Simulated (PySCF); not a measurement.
Nitrogen: a sound run and one with changed settings

Sound run: N [He] 2s2 2p3, N⁺ [He] 2s2 2p2. Calculation: PySCF 2.14, in aug-cc-pVDZ (4s3p2d, 23 functions); no relativity, point nucleus. In the sound run the correlated levels freeze 1s2. The sound run starts from symmetry-adapted Hartree-Fock orbitals and uses a fine grid where one is needed.

Changed run: initial guess minao, at most 50 SCF cycles.

```
species   method  sound run (hartree)  changed run (hartree)  converged
      N      UHF            -54.39318              -54.39318        yes
      N    M06-L            -54.59201              -54.59201        yes
      N  CCSD(T)            -54.48698              -54.48698        yes
     N⁺     TPSS            -54.06411              -54.06411        yes
     N⁺      MP2            -53.93610              -53.93610        yes
```

Here the plain start reaches the same solutions.
